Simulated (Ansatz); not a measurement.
Input for Ansatz (development build ahead of 0.2.0):

```yaml
crystal:
  periodic: [false, false, false]
  atoms:
    - { symbol: B, position_ang: [0.0, 0.0, -0.80185] }
    - { symbol: Cl, position_ang: [0.0, 0.0, 0.80185] }
basis:
  gaussian: { orbitals: def2-SVP }
total_charge: 1
magnetization:
  spin_polarized: true
  initial_magnetization: 1
hamiltonian:
  xc: hf
correlation:
  method: ccsd_t
  frozen_orbitals: { B: 1, Cl: 5 }
scf:
  omitted_lower_state_checks: [stability, starts, atomic_configurations, cluster_reference, orbital_swaps, given_window_search, neighbouring_geometries, increment]
```

The input is written out in the form of the current development build from the run's settings.

The run gave:

* Converged: yes
* Reference energy: -483.64068 hartree
* Correlation energy: -0.19870 hartree
* Total energy: -483.83938 hartree
